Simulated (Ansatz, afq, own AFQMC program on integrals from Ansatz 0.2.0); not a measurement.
# ScH$_{2}$O⁺, singlet in def2-SVP, levels against CCSDT(Q)

```xyz
4

Sc    0.0000    0.0000    0.6171
O     0.0000    0.0000   -1.4765
H     0.0000    0.7836   -2.0444
H     0.0000   -0.7836   -2.0444
```

Connectivity, by distances: Sc–OH2.

Basis def2-SVP. Noble-gas cores (and the filled d shells of Ga–Kr and In–Xe) are frozen. Ansatz 0.2.0 and our own AFQMC program on the same integrals; the CISD trial comes from CCSD amplitudes, and released means the phaseless constraint is let go. Free projection: walkers drawn from exp(T), propagated without any constraint. Its projection time is finite, and what remains of the start isn't in its error. ± is one standard error of the sampling. The metal's outer-core s and p shells are frozen, which shifts wave-function levels against functionals.

Determinant: RHF, the one that the program's search chose, which needn't be the lowest solution. The geometry is a PBE0/def2-TZVP stationary point of this or a neighbouring charge and spin state.

No full CI on the walks' own integrals is used here; CCSDT(Q) serves as the reference and is uncertain by about the last step of the cluster series.

Cautions: no relativity below Rb; outer-core shells of the metal frozen; higher spins were not checked; restricted determinant unstable towards unrestricted (UHF 1.08 eV lower, ⟨S²⟩ 1.00); strong correlation (T1 0.044, weight of the determinant 0.80, largest double 0.21); the released energies get too noisy after the second time (errors over twice the walk's own, or jumping), so no released level is given (meV from the phaseless value at times in 1/Eh: -78 ± 29 at 0.60, 9 ± 46 at 1.20, -104 ± 50 at 2.00, -72 ± 81 at 3.00, 149 ± 159 at 4.20), though the last usable value meets CCSDT(Q) within the noise; CCSDT(Q) on the UHF determinant differs (358 meV lower), perhaps since the unrestricted series falls towards higher spin.

```
T1 diagnostic                               : 0.0440
weight of the determinant in the CISD state : 0.799
size of the correlated space                : 10 electrons in 45 orbitals
```

```json
{"level": "MP2", "correlation energy (eV)": "-6.2396"}
{"level": "CCSD", "correlation energy (eV)": "-6.9107"}
{"level": "CCSD(T)", "correlation energy (eV)": "-7.0414"}
```

**Question.** Estimate where phaseless AFQMC with the Hartree–Fock trial lies against CCSD(T) on the same integrals.

**Answer.** 6.04 ± 2.79 mEh below CCSD(T).

Reference: CCSDT(Q), correlation energy -7.065 eV.

| level | E − E(reference) (mEh) | share of correlation (%) |
| --- | --- | --- |
| CCSD(T) | 0.88 | 99.66 |
| CCSDT | 0.59 | 99.77 |
| ph-AFQMC/HF | -5.16 ± 2.79 | 101.99 |
| ph-AFQMC/CISD | 1.16 ± 0.66 | 99.55 |
| free AFQMC | 1.70 ± 1.06 | 99.35 |

Free projections are given only where their last times agree within the noise and don't stop above the reference; a slow remainder of the start can still hide under it. A walk keeps the symmetry of its determinant, which the program's search chose and which needn't be the lowest solution, so a lower state of the same spin and another symmetry isn't excluded.
